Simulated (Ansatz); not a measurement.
Zinc-blende CdSe, relaxed in Ansatz (plane waves) with several semilocal functionals. Each gives its own volume and its own bulk modulus:

| level | V0 (Å³/atom) | bulk modulus B0 (GPa) | ln V0 | ln B0 |
|---|---|---|---|---|
| LDA | 27.102 | 57.96 | 3.2996 | 4.0598 |
| r²SCAN | 28.843 | 51.56 | 3.3619 | 3.9427 |
| PBE | 29.731 | 44.78 | 3.3922 | 3.8018 |

Q: Fit a straight line to ln B0 against ln V0. What does it predict for PBEsol, whose volume is 28.117 Å³/atom?

A: With x = ln V0 and y = ln B0: means 3.35123 and 3.93477; Σ(Δx Δy) = -0.01182, Σ(Δx²) = 0.004458, so the slope is -2.65. At x = 3.3364 the line gives y = 3.93477 + (-2.65) × (3.3364 − 3.35123) = 3.9741, or 53.20 GPa. The run with PBEsol gives 52.10 GPa, -2.1 % from the line. The rows used scatter about it by up to 3.7 %, while the largest value lies 29 % above the smallest. For comparison, PBE's own equation of state has B′ = 4.7, the slope −d ln B/d ln V at a fixed functional; the two needn't agree, since functionals also differ at one volume.

Ansatz's density-functional and Hartree–Fock values are scalar-relativistic unless marked +SOC, with PAW data made under PBE.

Ansatz is an electronic-structure program.
